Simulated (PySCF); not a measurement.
BCl3. Atoms are numbered in the order given.

```xyz
4

B      0.0000     0.0000     0.0000
Cl     1.7526     0.0000     0.0000
Cl    -0.8763    -1.5178     0.0000
Cl    -0.8763     1.5178     0.0000
```
Charge 0, spin multiplicity 1.

Geometry: PBE-D3(BJ)/def2-SVP. The isomer is the one that the SMILES or the coordinates give; other isomers of the formula were not compared.

Calculation: PBE-D3(BJ)/def2-SVP (PySCF).

Frequencies are harmonic and unscaled.

Modes within 1.5 cm⁻¹ of each other (mostly degenerate sets) share a row, with their intensities summed.

Computed normal modes with their intensities:
| mode | ν (cm⁻¹) | IR (km/mol) | moving atoms (share of kinetic energy) |
|---|---|---|---|
| 1–2 | 249 | 1.0 | Cl 95 % |
| 3 | 439 | 3.8 | B 91 %, Cl 9 % |
| 4 | 463 | 0.0 | Cl 100 % |
| 5–6 | 964 | 662.0 | B 85 %, Cl 15 % |
